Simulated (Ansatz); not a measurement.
A nudged elastic band was laid between two geometries of CH7AlO (10 atoms, charge 0, multiplicity 1).

Method: RKS PBE-D4/6-31G* in Ansatz 0.2.0.

* movable images: 7
* climbing image: yes
* spring: 5.0 eV/Å²
* optimiser: quadratic models (default)
* start path: through a guess of the saddle point
* force threshold: 0.05 eV/Å
* iteration limit: 60
* end points: relaxed

Image 0:

```xyz
10
Properties=species:S:1:pos:R:3
Al 0.082 -0.071 0.023
H 0.054 0.845 1.354
H 1.471 -0.349 -0.745
H -1.268 -0.105 -0.876
O -0.144 -1.845 0.987
C -0.459 -3.000 0.163
H 0.362 -3.075 -0.564
H -0.485 -3.903 0.794
H -1.414 -2.855 -0.368
H -0.834 -1.739 1.676
```

Image 8:

```xyz
10
Properties=species:S:1:pos:R:3
Al 0.114 -0.388 -0.991
H -0.298 -0.846 3.107
H 1.218 0.751 -0.846
H -1.120 -0.394 -2.015
O 0.297 -1.735 0.073
C -0.535 -2.882 0.151
H 0.063 -3.792 -0.049
H -0.956 -2.968 1.171
H -1.378 -2.856 -0.571
H -0.039 -0.988 2.415
```

(1) What changes between the two ends?

(2) What energy profile does the band end with?

(3) What is the geometry of the highest image?

The band took 15 iterations and roughly 2.7 core-minutes.

Results:

(1) Bonds broken: Al1–H2, O5–H10. Bonds formed: H2–H10. CH7AlO becomes CH5AlO + H2.

(2) The forces met the threshold. The highest image is number 4 of 0 to 8, 13.6 kcal/mol above the first end and 19.3 kcal/mol above the last; the last end lies 5.7 kcal/mol below the first. The profile has 2 maxima (images 1, 4) with wells between them (image 3): this band takes more than one step, which may be the mechanism or a detour left from its start path. A vibrational analysis at the climbing image gives one clearly imaginary mode, 1111i cm⁻¹: a first-order saddle point. The orbitals stay closed-shell, which can raise the energy where a bond breaks towards radicals; this wasn't checked here.

| image | path coordinate (Å) | energy (kcal/mol) | Al1–H2 (Å) | O5–H10 (Å) | H2–H10 (Å) |
| --- | --- | --- | --- | --- | --- |
| 0 | 0.00 | 0.0 | 1.62 | 0.98 | 2.75 |
| 1 | 1.11 | 1.1 | 1.62 | 0.98 | 2.54 |
| 2 | 2.21 | 1.0 | 1.62 | 0.98 | 2.57 |
| 3 | 3.32 | 0.7 | 1.63 | 0.98 | 2.33 |
| 4 | 4.43 | 13.6 | 1.80 | 1.27 | 1.06 |
| 5 | 5.57 | -4.2 | 2.60 | 2.39 | 0.76 |
| 6 | 6.71 | -4.9 | 3.01 | 2.64 | 0.75 |
| 7 | 7.86 | -5.6 | 3.60 | 2.59 | 0.75 |
| 8 | 9.00 | -5.7 | 4.14 | 2.48 | 0.75 |

(3) 
```xyz
10
Properties=species:S:1:pos:R:3
Al -0.104 -0.191 -0.148
H -0.208 -0.275 1.650
H 1.094 0.772 -0.575
H -1.578 -0.193 -0.772
O 0.468 -1.939 0.337
C -0.439 -3.043 0.187
H 0.020 -3.945 0.624
H -1.404 -2.847 0.693
H -0.636 -3.221 -0.884
H 0.153 -1.217 1.332
```

Run time: 2.7 min on 1 thread of AMD EPYC 7R43 64-Core Processor (Zen 3), with other jobs on the host, peak memory 0.13 GiB.
